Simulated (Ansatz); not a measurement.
fcc Au was calculated with LDA (plane waves, PAW; Ansatz, a program for electronic structure).

Numerical settings: plane-wave cutoff 520 eV, 18×18×18 k mesh, Fermi–Dirac smearing 0.1 eV, perturbation theory, force constants from a 6×6×6 q mesh, scalar-relativistic PAW data made under PBE.

Computed at the level's own relaxed cell. Harmonic vibrational thermodynamics at fixed volume:

| T (K) | S_vib (J/K per mol of atoms) | C_V (J/K per mol of atoms) | F_vib (eV/atom) |
|---|---|---|---|
| 0 | 0.00 | 0.00 | 0.0173 |
| 300 | 47.47 | 24.48 | -0.0686 |
| 400 | 54.55 | 24.68 | -0.1216 |
| 500 | 60.06 | 24.77 | -0.1811 |
| 700 | 68.41 | 24.86 | -0.3148 |
| 800 | 71.74 | 24.88 | -0.3874 |
| 900 | 74.67 | 24.89 | -0.4633 |

The crystal is taken as a harmonic solid at every temperature: melting, phase changes and thermal expansion are not seen, nor the electrons' share in a metal.
